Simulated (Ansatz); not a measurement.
Relaxation of the cluster B3H6 with UKS PBE-D4/def2-TZVP.

```sh
$ ansatz run in.yaml --threads 4 --pin off --events-out ev --progress --plain --max-ram 3916MiB
```

```yaml
crystal:
  periodic: [false, false, false]
  atoms:
    - {symbol: B, position_ang: [0.013450, -0.579870, 0.840010]}
    - {symbol: B, position_ang: [-0.057690, 0.984620, 0.251000]}
    - {symbol: B, position_ang: [0.033340, -0.348910, -0.953880]}
    - {symbol: H, position_ang: [0.516250, -1.382720, -1.218050]}
    - {symbol: H, position_ang: [-0.952650, -1.210200, 1.089000]}
    - {symbol: H, position_ang: [-1.065400, 1.579330, 0.369460]}
    - {symbol: H, position_ang: [1.001910, -0.910030, 1.383610]}
    - {symbol: H, position_ang: [0.915710, 1.636840, 0.110890]}
    - {symbol: H, position_ang: [-0.404910, 0.230960, -1.872040]}
basis:
  gaussian: {orbitals: def2-TZVP}
magnetization: {spin_polarized: true, initial_magnetization: 1}
hamiltonian: {xc: pbe, dispersion: d4}
scf: {lower_state_search: "off"}
output: {orbitals: {seedname: orbitals}}
relax: {f_tol: 0.02, max_steps: 100}
```

It took 34 s on 4 threads of Arm Neoverse V1 on a shared host.

Positions (Å) and forces (eV/Å) at steps 1, 2, 3, 4, 7, 10, 11, 12, 13, 14, 15, 16, 17, 18, 19, 20, 21, 22, 23, 24, 25, 26, 27, 28, 31, 32, 33, 34, 35, 36, 37 of 39:

```xyz
9
step=1 energy=-2120.2533 eV
B     0.013   -0.580    0.840    0.049   -0.412   -0.233
B    -0.058    0.985    0.251   -0.055    0.188   -0.417
B     0.033   -0.349   -0.954   -0.030    0.384    1.079
H     0.516   -1.383   -1.218    0.180   -0.772    0.175
H    -0.953   -1.210    1.089   -0.640   -0.421   -0.186
H    -1.065    1.579    0.369   -0.675    0.107    0.127
H     1.002   -0.910    1.384    0.674    0.020    0.219
H     0.916    1.637    0.111    0.672    0.224   -0.373
H    -0.405    0.231   -1.872   -0.174    0.682   -0.390
9
step=2 energy=-2120.4516 eV
B     0.023   -0.589    0.859   -0.261   -0.364   -0.361
B    -0.067    1.005    0.261    0.287    0.076   -0.452
B     0.033   -0.331   -0.904   -0.017    0.089    0.334
H     0.390   -1.463   -1.104    0.049    0.110    0.082
H    -0.941   -1.314    0.973   -0.002    0.061    0.063
H    -1.115    1.565    0.397   -0.172    0.050    0.054
H     1.048   -0.883    1.397    0.175   -0.003    0.089
H     0.915    1.645   -0.047   -0.014   -0.004    0.067
H    -0.286    0.365   -1.831   -0.044   -0.014    0.123
9
step=3 energy=-2120.4743 eV
B     0.013   -0.609    0.838    0.065   -0.070   -0.037
B    -0.057    1.006    0.235   -0.075    0.040   -0.069
B     0.032   -0.329   -0.895    0.016    0.016    0.076
H     0.440   -1.444   -1.087   -0.049    0.064    0.019
H    -0.966   -1.309    0.982    0.035    0.060   -0.047
H    -1.112    1.564    0.392    0.022   -0.007    0.009
H     1.045   -0.892    1.389   -0.021    0.003    0.000
H     0.933    1.648   -0.046   -0.029   -0.072   -0.003
H    -0.328    0.364   -1.808    0.034   -0.034    0.054
9
step=4 energy=-2120.4771 eV
B     0.019   -0.611    0.834    0.061   -0.026    0.015
B    -0.062    1.007    0.231   -0.062    0.028   -0.011
B     0.034   -0.327   -0.888   -0.003    0.007    0.018
H     0.432   -1.442   -1.077   -0.004    0.016   -0.003
H    -0.963   -1.305    0.969   -0.001    0.013   -0.006
H    -1.116    1.564    0.394    0.030   -0.007   -0.007
H     1.048   -0.893    1.389   -0.029   -0.005   -0.012
H     0.929    1.639   -0.055    0.003   -0.011    0.002
H    -0.321    0.367   -1.799    0.006   -0.014    0.004
9
step=7 energy=-2120.4776 eV
B     0.024   -0.612    0.834   -0.001    0.000   -0.001
B    -0.067    1.008    0.230    0.003   -0.002    0.001
B     0.033   -0.325   -0.885   -0.001    0.004   -0.002
H     0.436   -1.439   -1.073    0.000   -0.001    0.002
H    -0.964   -1.299    0.968    0.000    0.000    0.000
H    -1.118    1.568    0.391   -0.001    0.000    0.000
H     1.050   -0.903    1.387    0.001    0.000    0.000
H     0.928    1.638   -0.055   -0.001    0.000    0.000
H    -0.323    0.365   -1.798    0.000   -0.002   -0.001
9
step=10 energy=-2120.4775 eV rejected
B     0.032   -0.618    0.821   -0.084   -0.080   -0.061
B    -0.069    1.018    0.245    0.055   -0.004   -0.040
B     0.029   -0.296   -0.895   -0.008    0.017   -0.077
H     0.437   -1.430   -0.991   -0.054    0.115    0.034
H    -0.977   -1.279    0.963    0.095    0.037   -0.001
H    -1.123    1.566    0.427    0.019    0.004    0.009
H     1.062   -0.947    1.346   -0.015    0.035    0.009
H     0.918    1.663   -0.047   -0.057   -0.044    0.016
H    -0.310    0.322   -1.868    0.050   -0.081    0.111
9
step=11 energy=-2120.4780 eV
B     0.028   -0.616    0.826   -0.052   -0.034   -0.023
B    -0.068    1.014    0.238    0.032   -0.003   -0.011
B     0.031   -0.308   -0.890   -0.005    0.017   -0.036
H     0.436   -1.433   -1.026   -0.021    0.046    0.019
H    -0.971   -1.289    0.965    0.048    0.019   -0.001
H    -1.120    1.567    0.412    0.008    0.002    0.003
H     1.057   -0.926    1.364   -0.002    0.015    0.002
H     0.923    1.651   -0.050   -0.030   -0.023    0.007
H    -0.315    0.341   -1.838    0.021   -0.037    0.041
9
step=12 energy=-2120.4785 eV
B     0.032   -0.620    0.816   -0.086   -0.085   -0.061
B    -0.070    1.019    0.247    0.053   -0.006   -0.041
B     0.027   -0.289   -0.897   -0.009    0.025   -0.088
H     0.435   -1.427   -0.975   -0.058    0.128    0.036
H    -0.976   -1.281    0.961    0.096    0.037   -0.001
H    -1.122    1.567    0.434    0.019    0.004    0.009
H     1.063   -0.949    1.341   -0.014    0.033    0.007
H     0.918    1.664   -0.045   -0.056   -0.043    0.015
H    -0.307    0.315   -1.881    0.055   -0.093    0.124
9
step=13 energy=-2120.4802 eV
B     0.036   -0.627    0.802   -0.105   -0.143   -0.109
B    -0.072    1.024    0.255    0.065   -0.017   -0.084
B     0.023   -0.267   -0.906   -0.027    0.041   -0.140
H     0.430   -1.418   -0.918   -0.100    0.235    0.051
H    -0.980   -1.278    0.956    0.138    0.055   -0.004
H    -1.122    1.572    0.459    0.034    0.002    0.014
H     1.069   -0.965    1.319   -0.032    0.050    0.006
H     0.913    1.675   -0.037   -0.075   -0.058    0.019
H    -0.297    0.286   -1.930    0.102   -0.167    0.248
9
step=14 energy=-2120.4787 eV rejected
B     0.047   -0.654    0.751   -0.102   -0.419   -0.501
B    -0.081    1.038    0.280    0.044   -0.033   -0.332
B     0.008   -0.194   -0.935   -0.135    0.074   -0.270
H     0.410   -1.383   -0.727   -0.274    0.665    0.009
H    -0.987   -1.277    0.935    0.253    0.109    0.004
H    -1.120    1.588    0.544    0.119   -0.011    0.040
H     1.086   -1.012    1.250   -0.092    0.120    0.065
H     0.901    1.704   -0.014   -0.121   -0.083    0.033
H    -0.266    0.190   -2.084    0.309   -0.423    0.953
9
step=15 energy=-2120.4946 eV
B     0.040   -0.645    0.771   -0.082   -0.198   -0.214
B    -0.077    1.029    0.264    0.041   -0.060   -0.153
B     0.016   -0.230   -0.922   -0.085    0.118   -0.104
H     0.414   -1.397   -0.824   -0.130    0.339    0.064
H    -0.979   -1.286    0.943    0.156    0.061   -0.008
H    -1.117    1.582    0.501    0.056   -0.002    0.018
H     1.075   -0.975    1.291   -0.051    0.052   -0.006
H     0.910    1.683   -0.025   -0.070   -0.057    0.015
H    -0.283    0.239   -2.000    0.165   -0.254    0.387
9
step=16 energy=-2120.5334 eV
B     0.044   -0.662    0.738   -0.025   -0.222   -0.433
B    -0.082    1.033    0.270   -0.026   -0.084   -0.232
B     0.001   -0.196   -0.936   -0.059    0.271    0.173
H     0.395   -1.361   -0.735   -0.117    0.213    0.086
H    -0.976   -1.287    0.933    0.088    0.021    0.012
H    -1.111    1.589    0.548    0.065    0.009    0.040
H     1.079   -0.991    1.257   -0.024    0.056    0.031
H     0.899    1.692   -0.020   -0.033   -0.031    0.002
H    -0.250    0.183   -2.055    0.131   -0.232    0.321
9
step=17 energy=-2120.6047 eV
B     0.052   -0.731    0.645   -0.148    0.037   -0.130
B    -0.094    1.028    0.278   -0.198   -0.066   -0.354
B    -0.016   -0.122   -0.964   -0.149    0.505    0.103
H     0.354   -1.314   -0.599    0.014    0.006   -0.214
H    -0.982   -1.311    0.925    0.229    0.090   -0.099
H    -1.079    1.605    0.669    0.190   -0.074    0.050
H     1.074   -0.961    1.256   -0.139    0.002   -0.181
H     0.877    1.698   -0.048   -0.037   -0.079   -0.006
H    -0.187    0.108   -2.161    0.238   -0.421    0.831
9
step=18 energy=-2120.6561 eV
B     0.033   -0.718    0.609   -0.076   -0.084    0.082
B    -0.135    1.064    0.269   -0.224    0.128    0.049
B    -0.055   -0.064   -0.937    0.192   -0.103   -0.453
H     0.335   -1.270   -0.540   -0.006   -0.057   -0.549
H    -0.973   -1.321    0.880   -0.073    0.055    0.141
H    -1.056    1.637    0.795    0.235   -0.107    0.008
H     1.071   -0.987    1.151    0.013    0.113    0.250
H     0.849    1.704   -0.073   -0.068    0.020   -0.089
H    -0.070   -0.046   -2.154    0.007    0.036    0.561
9
step=19 energy=-2120.7287 eV
B     0.027   -0.736    0.585   -0.024   -0.055    0.233
B    -0.133    1.051    0.262   -0.193   -0.003   -0.124
B    -0.022   -0.066   -0.948    0.054    0.082    0.033
H     0.313   -1.290   -0.606   -0.010   -0.085    0.074
H    -1.005   -1.275    0.905    0.052    0.044    0.008
H    -1.006    1.575    0.897    0.200   -0.057    0.054
H     1.041   -0.951    1.207   -0.052   -0.036   -0.035
H     0.788    1.733   -0.170   -0.115   -0.033   -0.075
H    -0.004   -0.041   -2.132    0.087    0.143   -0.170
9
step=20 energy=-2120.8133 eV
B     0.014   -0.748    0.579   -0.132    0.067    0.000
B    -0.155    1.040    0.239   -0.209    0.236    0.043
B     0.011   -0.060   -0.958    0.145   -0.103    0.002
H     0.276   -1.314   -0.613   -0.066   -0.032    0.172
H    -1.032   -1.231    0.937    0.067    0.018   -0.012
H    -0.922    1.514    1.043    0.405   -0.126   -0.119
H     1.010   -0.960    1.235   -0.009   -0.044   -0.097
H     0.675    1.764   -0.322   -0.320   -0.129    0.058
H     0.125   -0.005   -2.140    0.118    0.112   -0.046
9
step=21 energy=-2120.9095 eV
B    -0.009   -0.745    0.576   -0.092    0.117   -0.197
B    -0.187    1.037    0.215   -0.089    0.233    0.185
B     0.055   -0.062   -0.967    0.143   -0.170   -0.040
H     0.220   -1.343   -0.601   -0.088    0.073    0.095
H    -1.055   -1.198    0.963    0.020    0.000    0.010
H    -0.807    1.460    1.167    0.400   -0.147   -0.331
H     0.986   -0.973    1.230   -0.009   -0.005   -0.051
H     0.527    1.795   -0.446   -0.354   -0.105    0.180
H     0.271    0.027   -2.138    0.070    0.005    0.149
9
step=22 energy=-2120.9728 eV
B    -0.026   -0.706    0.574    0.013   -0.383   -0.113
B    -0.177    1.019    0.191   -0.061    0.732    0.039
B     0.125   -0.080   -0.977   -0.088   -0.233   -0.043
H     0.119   -1.359   -0.595    0.001    0.134    0.023
H    -1.071   -1.119    1.015    0.060    0.006   -0.045
H    -0.713    1.350    1.226    0.345   -0.059   -0.337
H     0.977   -1.006    1.196   -0.062    0.043    0.008
H     0.355    1.884   -0.498   -0.286   -0.222    0.278
H     0.411    0.016   -2.132    0.078   -0.019    0.190
9
step=23 energy=-2120.9975 eV
B    -0.055   -0.715    0.556    0.107   -0.119    0.134
B    -0.182    1.031    0.174   -0.030    0.648    0.351
B     0.117   -0.091   -0.982    0.107   -0.165   -0.242
H     0.111   -1.368   -0.599   -0.032    0.155   -0.050
H    -1.099   -1.129    0.996   -0.012    0.029   -0.032
H    -0.552    1.332    1.310    0.254   -0.190   -0.773
H     0.933   -0.993    1.212   -0.064    0.012   -0.022
H     0.212    1.935   -0.560   -0.235   -0.358    0.389
H     0.515   -0.001   -2.107   -0.095   -0.012    0.244
9
step=24 energy=-2121.0125 eV
B    -0.058   -0.683    0.572   -0.055   -0.044    0.168
B    -0.142    1.069    0.140    0.106   -0.747   -0.200
B     0.154   -0.103   -0.980    0.007   -0.084    0.080
H     0.127   -1.351   -0.594    0.031    0.039   -0.064
H    -1.131   -1.091    0.968    0.074    0.079   -0.081
H    -0.420    1.183    1.290   -0.068    0.272    0.209
H     0.877   -1.003    1.288   -0.074    0.120   -0.158
H     0.082    1.985   -0.576    0.005    0.367    0.033
H     0.509   -0.007   -2.108   -0.026   -0.003    0.014
9
step=25 energy=-2121.0360 eV
B    -0.057   -0.698    0.567   -0.023    0.011    0.142
B    -0.140    1.044    0.147    0.030   -0.129   -0.143
B     0.152   -0.115   -0.983   -0.005   -0.024    0.028
H     0.127   -1.365   -0.597    0.014    0.051   -0.034
H    -1.134   -1.081    0.962    0.056   -0.026   -0.011
H    -0.448    1.224    1.289    0.006    0.065    0.024
H     0.897   -0.985    1.264   -0.068   -0.006   -0.045
H     0.099    1.996   -0.538   -0.009    0.046    0.049
H     0.504   -0.021   -2.110   -0.002    0.013   -0.010
9
step=26 energy=-2121.0343 eV rejected
B    -0.071   -0.674    0.591    0.040   -0.028   -0.085
B    -0.114    1.045    0.096   -0.077    0.226    0.309
B     0.170   -0.131   -0.982    0.057   -0.342   -0.227
H     0.149   -1.367   -0.585   -0.010    0.178   -0.020
H    -1.147   -1.086    0.947   -0.017    0.026    0.048
H    -0.401    1.177    1.259    0.016   -0.089    0.009
H     0.875   -0.988    1.281   -0.035    0.062    0.044
H     0.057    2.074   -0.486    0.016   -0.035   -0.054
H     0.482   -0.049   -2.121    0.010    0.002   -0.022
9
step=27 energy=-2121.0405 eV
B    -0.066   -0.687    0.577   -0.010    0.033   -0.005
B    -0.129    1.042    0.122    0.005    0.042    0.021
B     0.160   -0.126   -0.987    0.005   -0.052   -0.013
H     0.138   -1.361   -0.595    0.003   -0.005   -0.007
H    -1.139   -1.088    0.960   -0.009   -0.004   -0.006
H    -0.419    1.197    1.278    0.002   -0.011   -0.005
H     0.879   -0.977    1.277    0.014   -0.004    0.008
H     0.080    2.035   -0.512   -0.007   -0.006    0.008
H     0.496   -0.035   -2.120   -0.003    0.006   -0.001
9
step=28 energy=-2121.0400 eV rejected
B    -0.074   -0.675    0.580    0.001    0.018    0.018
B    -0.100    1.047    0.113   -0.101   -0.027   -0.039
B     0.162   -0.137   -0.993    0.070    0.014    0.044
H     0.145   -1.364   -0.591    0.001    0.020   -0.017
H    -1.149   -1.081    0.951   -0.017    0.008    0.004
H    -0.388    1.164    1.277    0.034   -0.018   -0.004
H     0.864   -0.968    1.288    0.010   -0.013    0.006
H     0.040    2.062   -0.499    0.030   -0.009   -0.004
H     0.498   -0.048   -2.126   -0.029    0.006   -0.006
9
step=31 energy=-2121.0435 eV
B    -0.085   -0.645    0.595    0.055    0.048    0.033
B    -0.084    1.051    0.079    0.008   -0.139    0.009
B     0.197   -0.153   -0.994    0.029    0.070   -0.085
H     0.175   -1.363   -0.584    0.006    0.011   -0.004
H    -1.168   -1.061    0.930   -0.044   -0.020    0.021
H    -0.331    1.080    1.265   -0.003   -0.010   -0.020
H     0.834   -0.948    1.325   -0.024   -0.004   -0.027
H     0.001    2.104   -0.465    0.003    0.069   -0.027
H     0.463   -0.066   -2.150   -0.029   -0.024    0.100
9
step=32 energy=-2121.0469 eV
B    -0.099   -0.612    0.609   -0.008    0.110    0.105
B    -0.046    1.057    0.044   -0.009    0.075   -0.106
B     0.230   -0.169   -0.998    0.002    0.159   -0.016
H     0.202   -1.362   -0.577    0.020   -0.017   -0.013
H    -1.191   -1.039    0.912    0.014    0.006    0.000
H    -0.270    0.990    1.248   -0.007   -0.009   -0.102
H     0.800   -0.932    1.355   -0.010   -0.039   -0.036
H    -0.063    2.161   -0.428    0.011   -0.243    0.132
H     0.436   -0.093   -2.165   -0.013   -0.041    0.036
9
step=33 energy=-2121.0587 eV
B    -0.111   -0.566    0.627   -0.012    0.123    0.100
B    -0.025    1.064    0.003    0.000   -0.023   -0.108
B     0.252   -0.174   -1.005   -0.031    0.090   -0.027
H     0.230   -1.351   -0.564    0.013   -0.022   -0.069
H    -1.203   -1.012    0.910    0.020    0.017   -0.010
H    -0.237    0.890    1.214   -0.046    0.067   -0.061
H     0.777   -0.918    1.366    0.041   -0.071    0.032
H    -0.098    2.197   -0.370    0.007   -0.141    0.131
H     0.415   -0.130   -2.180    0.009   -0.041    0.011
9
step=34 energy=-2121.0518 eV rejected
B    -0.113   -0.511    0.653    0.264   -0.362    0.115
B    -0.006    1.071   -0.043   -0.076    0.208   -0.156
B     0.259   -0.177   -1.019   -0.026    0.013   -0.011
H     0.240   -1.337   -0.571   -0.009   -0.070    0.020
H    -1.202   -0.974    0.920    0.003   -0.016   -0.007
H    -0.255    0.805    1.166    0.011    0.317    0.105
H     0.784   -0.929    1.382   -0.244    0.145   -0.184
H    -0.118    2.238   -0.291    0.041   -0.259    0.151
H     0.409   -0.186   -2.196    0.035    0.025   -0.032
9
step=35 energy=-2121.0676 eV
B    -0.107   -0.547    0.637   -0.013    0.025    0.052
B    -0.030    1.064   -0.018   -0.028    0.028   -0.057
B     0.235   -0.176   -1.016    0.033    0.013   -0.023
H     0.230   -1.347   -0.568   -0.015   -0.007   -0.025
H    -1.194   -1.007    0.915    0.006    0.017    0.011
H    -0.256    0.871    1.194   -0.014    0.013   -0.034
H     0.784   -0.914    1.369    0.025   -0.028    0.005
H    -0.085    2.212   -0.324    0.003   -0.057    0.058
H     0.422   -0.157   -2.189    0.002   -0.005    0.014
9
step=36 energy=-2121.0679 eV
B    -0.106   -0.543    0.654    0.032    0.173   -0.207
B    -0.044    1.062   -0.043   -0.037    0.115    0.142
B     0.225   -0.173   -1.025    0.025   -0.167   -0.081
H     0.199   -1.343   -0.571    0.002    0.008   -0.023
H    -1.184   -1.005    0.939   -0.057   -0.037    0.032
H    -0.279    0.849    1.171    0.000    0.019   -0.014
H     0.804   -0.905    1.359    0.046   -0.030    0.050
H    -0.069    2.226   -0.291   -0.003   -0.054    0.040
H     0.453   -0.168   -2.193   -0.008   -0.027    0.061
9
step=37 energy=-2121.0684 eV
B    -0.102   -0.536    0.645   -0.051   -0.045    0.044
B    -0.052    1.064   -0.042    0.047   -0.111   -0.014
B     0.228   -0.177   -1.028   -0.075    0.019    0.194
H     0.193   -1.344   -0.579    0.008   -0.029    0.025
H    -1.188   -1.003    0.943    0.147    0.040   -0.034
H    -0.280    0.853    1.168   -0.019   -0.013    0.056
H     0.812   -0.905    1.358   -0.095    0.036   -0.066
H    -0.070    2.223   -0.279   -0.002    0.096   -0.029
H     0.459   -0.177   -2.185    0.040    0.007   -0.175
```

The relaxation made no stability test and no search for a lower SCF solution. The structure comes from a short search, and lower isomers may exist.
